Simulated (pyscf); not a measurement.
A first-order saddle from PySCF, ωB97X-D3(BJ)/def2-SVP:

```xyz
18

C      1.3807    -0.0113     1.0271
Si    -0.4940     0.0116    -0.1910
C     -2.0631    -0.0047     0.8564
C     -0.1882     1.8587    -0.4639
O     -0.4861    -0.4417    -1.8027
H      1.0429     0.7592     1.7342
H      2.0484     0.4332     0.2767
H      1.9907    -0.7257     1.6122
H     -2.6549     0.9078     0.6857
H     -2.6987    -0.8769     0.6344
H     -1.8127    -0.0348     1.9308
H      0.7536     2.0635    -0.9957
H     -0.1965     2.4365     0.4744
H     -1.0117     2.2306    -1.0974
H     -0.5074    -1.4018    -1.8887
O     -0.1669    -1.8995     0.2331
H      0.6719    -1.1032     0.7400
H     -0.7801    -2.2570     0.8882
```

Surface: singlet, charge 0. Lowest wavenumbers (cm⁻¹): 1282i, 87, 126, 165, 194.

Q: Name the species on either side of this saddle.

A: H₃C–Si(CH₃)(CH₃)–OH + water (H₂O) ⇌ methane (CH₄) + H₃C–Si(CH₃)(OH)–OH, a four-centre exchange read from left to right: C–Si, H–O broken and C–H, O–Si formed. At ωB97M-D3(BJ)/def2-TZVP it lies +1.83 eV from the left side and +3.05 eV from the right (each side as separated species at their lowest minima found). On the reactant side the descent ends in a complex (not fully relaxed), 0.26 eV under the separated species and 2.14 eV under the saddle at ωB97X-D3(BJ)/def2-TZVP. One saddle was located; it need not be the lowest between these sides.
